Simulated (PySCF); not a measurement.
CH2, SMILES [CH2] (connectivity only; charge and spin as stated), neutral, multiplicity 1. The structure is a stationary point at B3LYP-D3(BJ)/def2-TZVPD. The isomer is the one that the SMILES or the coordinates give; other isomers of the formula were not compared.

TDA-B3LYP/def2-TZVPD run with PySCF puts the lowest singlet excitations at 1.72, 5.49, 6.28, 8.28, 9.42, 9.82 eV and the lowest triplet (TDA) at 4.47 eV.

What are the lowest singlet roots from EOM-CCSD/aug-cc-pVDZ run with PySCF? (The exact figures need the calculation; the answer reports its results.)

1.74, 5.71, 6.05, 6.62, 7.89, 8.52 eV; triplets -0.03, 4.79, 6.40 eV. S1 differs by 0.02 eV (second minus first; roots are paired by order, and the bases may differ).
